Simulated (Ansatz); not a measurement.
Diamond-structure Si was calculated with PBE-D3(BJ) in Ansatz (plane waves, PAW).

Numerical settings: plane-wave cutoff 520 eV, 12×12×12 k mesh, scalar-relativistic PAW data made under PBE.

Computed at the level's own relaxed cell.

Elastic tensor (GPa, Voigt notation, ions relaxed):

```
  158.7    62.4    62.4     0.0     0.0     0.0
   62.4   158.7    62.4     0.0     0.0     0.0
   62.4    62.4   158.7     0.0     0.0     0.0
    0.0     0.0     0.0    76.4     0.0     0.0
    0.0     0.0     0.0     0.0    76.4     0.0
    0.0     0.0     0.0     0.0     0.0    76.4
```

Question: Work out the Voigt, Reuss and Hill averages of the bulk and shear moduli, Young's modulus and Poisson's ratio from the printed constants.

Answer: K_V = [C11 + C22 + C33 + 2(C12 + C13 + C23)]/9 = [476.1 + 2 × 187.2]/9 = 94.5 GPa. G_V = [476.1 − 187.2 + 3 × 229.2]/15 = 65.1 GPa. From the compliances S = C⁻¹, K_R = 94.5 and G_R = 61.9 GPa. Hill means: K = 94.5, G = 63.5 GPa. E = 9KG/(3K + G) = 156 GPa, ν = (3K − 2G)/(6K + 2G) = 0.23, K/G = 1.49.

Measured, for comparison: elastic constant C11 168 GPa, elastic constant C12 64.9 GPa, elastic constant C44 80.2 GPa (low temperature, zero-point motion not removed; as tabulated in Tanner et al. (2021), arXiv:2110.11888). Computed (rounded) less measured: elastic constant C11 -5 %, elastic constant C12 -4 %, elastic constant C44 -5 %.

Note: the dispersion coefficients are held fixed in the derivatives.

Ansatz is an electronic-structure program.
